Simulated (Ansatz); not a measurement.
hcp against bcc along the 5d metals

These are results of Ansatz 0.2.0, DFT, LDA (PW92), plane waves (420 eV) with PAW, scalar-relativistic, not measurements. The PAW files were generated under PBE, with cores re-solved for the functional.

Each structure is relaxed within its symmetry, in the lowest magnetic state of the tried starts. Differences under about 8 meV lie within the error of the k-point mesh.

| element | E(hcp) − E(bcc) (meV/atom) | V(hcp) (Å³/atom) | V(bcc) (Å³/atom) | state of hcp | state of bcc |
| --- | --- | --- | --- | --- | --- |
| Lu | -164 | 26.02 | 26.24 | spin not included | spin not included |
| Hf | -145 | 20.83 | 20.44 | spin not included | spin not included |
| Ta | 306 | 17.67 | 17.25 | spin not included | spin not included |
| Re | ? | ? | ? | ? | ? |
| Os | -938 | 13.70 | 14.15 | spin not included | spin not included |
| Ir | -615 | 13.92 | 14.34 | spin not included | spin not included |
| Pt | -50 | 14.86 | 14.94 | spin not included | spin not included |
| Au | -17 | 16.58 | 16.59 | spin not included | spin not included |
| Hg | 10 | 22.19 | 22.45 | spin not included | spin not included |

(1) Fill in the row of Re.

Results:

(1) E(hcp) − E(bcc) (meV/atom): -335; V(hcp) (Å³/atom): 14.33; V(bcc) (Å³/atom): 14.46; state of hcp: spin not included; state of bcc: spin not included.
